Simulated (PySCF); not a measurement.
**EPR parameters of C3H7FN**

Compound: C₃H₇FN (doublet state).
Geometry (GFN2-xTB, Å), atoms numbered from 1 in this order:
```
atom  x, y, z in Å
N1     1.7652    0.5233   -0.2376
C2     0.8968   -0.5719   -0.1971
C3    -0.3550   -0.4431    0.5895
C4    -1.4660    0.3256   -0.1515
F5    -1.9277   -0.4102   -1.2150
H6     1.8650    0.9983    0.6502
H7     2.6555    0.3269   -0.6716
H8     0.8900   -1.1821   -1.0835
H9    -0.1618    0.0934    1.5223
H10   -0.7430   -1.4360    0.8286
H11   -2.3293    0.5068    0.4985
H12   -1.0886    1.2683   -0.5589
```

The hyperfine couplings belong to this conformer and change with its torsions.

The species is `N[CH]CCF` [radical].

Method: UKS B3LYP, pcH-1 on C F H N, non-relativistic, mean-field spin-orbit, GIAO in PySCF. The structure is a single GFN2-xTB conformer in the gas phase; no vibrational or solvent corrections. Couplings are sensitive to structure, and on GFN2-xTB geometries they can be far from those on DFT ones. The SCF solution wasn't tested for stability.

| Item | Value |
| --- | --- |
| g1, g2, g3 | 2.00209, 2.00288, 2.00330 |
| g_iso | 2.00275 |
| Form of g | rhombic: the two nearest values differ by 35 % of g3 − g1 |
| ⟨S²⟩ | 0.7534 (exact 0.7500) |
| α and β electrons | 21, 20 |
| HOMO–LUMO gap, α and β orbitals | 5.04, 7.57 eV |

Isotropic coupling and dipolar principal values T1 to T3, in MHz:

```csv
atom,isotope,a_iso,T1,T2,T3,Mulliken spin population
N1,14N,14.4,-11.8,-11.4,23.2,0.16
C2,13C,130.2,-71.2,-70.2,141.4,0.86
C3,13C,-18.3,-2.1,-1.5,3.6,-0.05
C4,13C,60.8,-6.0,-5.4,11.4,0.05
F5,19F,16.3,-6.7,0.8,5.9,0.00
H6,1H,11.8,-13.1,-5.7,18.7,0.00
H7,1H,10.5,-13.1,-6.2,19.2,0.00
H8,1H,-35.8,-32.9,-1.3,34.1,-0.03
H9,1H,22.0,-5.0,-4.0,8.9,0.01
H10,1H,27.8,-5.7,-4.1,9.9,0.01
H11,1H,8.5,-3.5,-1.6,5.0,0.01
H12,1H,-4.1,-4.6,-1.1,5.6,-0.01
```

Largest spin populations (Mulliken): C2 (+0.86) and N1 (+0.16). The angles at C2 add up to 351.9°, so it is slightly pyramidal.

Axes: g2 points within 14° of the N1–C2 bond.

Under fast tumbling the dipolar parts average out, and these isotropic splittings remain: 1 × 1H (H8, I = 1/2, 2 lines) with 1.28 mT, 2 × 1H (H9/H10, I = 1/2, 3 lines) with 0.89 mT, 1 × 19F (F5, I = 1/2, 2 lines) with 0.58 mT, 1 × 14N (N1, I = 1, 3 lines) with 0.51 mT, 2 × 1H (H6/H7, I = 1/2, 3 lines) with 0.40 mT and 2 × 1H (H11/H12, I = 1/2, 3 lines) with 0.08 mT.

Class means assume fast exchange of nuclei equivalent by connectivity; if that motion is slow, each nucleus keeps its own coupling. The 1H value of +2.2 MHz is a mean of couplings from -4.1 to 8.5 MHz in this one geometry, not an average over conformers. The 1H value of +24.9 MHz is a mean of couplings from 22.0 to 27.8 MHz in this one geometry, not an average over conformers.

The 13C coupling of C2 (130.2 MHz) shows only in satellite lines or after enrichment, since that isotope makes up about 1.07 % of natural carbon.
